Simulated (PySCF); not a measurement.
Gas-phase reaction: BH₂F + 2 HF + N → BF₃.NH₃ + H

Computed with PySCF and rigid-rotor harmonic-oscillator thermochemistry at 1 bar. † marks an energy on the PBE0/def2-TZVP geometry and frequencies; other levels use their own. MP2 freezes the core. 6-31G* has spherical d functions here. Open shells (unrestricted): N (multiplicity 4), H (multiplicity 2); the rest are closed-shell singlets. B3LYP is the form with VWN-RPA correlation. Adducts (BF₃.NH₃) have no counterpoise correction, and HF, PBE, BLYP, B3LYP and PBE0 lack dispersion. BH₂F, BF₃.NH₃: computed as isolated molecules; such fragments, hydroxides, amides, oligomers or adducts are transient or little studied in the gas. MP2 isn't extrapolated to the basis-set limit.

| level | ΔH°(298 K), kJ |
|---|---|
| B3LYP/6-31G* | [?] |
| B3LYP/def2-TZVP† | -663 |
| BLYP/def2-TZVP† | -662 |
| MP2/def2-SVP† | -703 |
| PBE/def2-TZVP† | -719 |
| PBE0/def2-TZVP | [?] |
| LDA/def2-TZVP† | [?] |

Q: What belongs in the gaps?

A: 
- B3LYP/6-31G*, ΔH°(298 K), kJ: -734
- PBE0/def2-TZVP, ΔH°(298 K), kJ: -697
- LDA/def2-TZVP†, ΔH°(298 K), kJ: -855
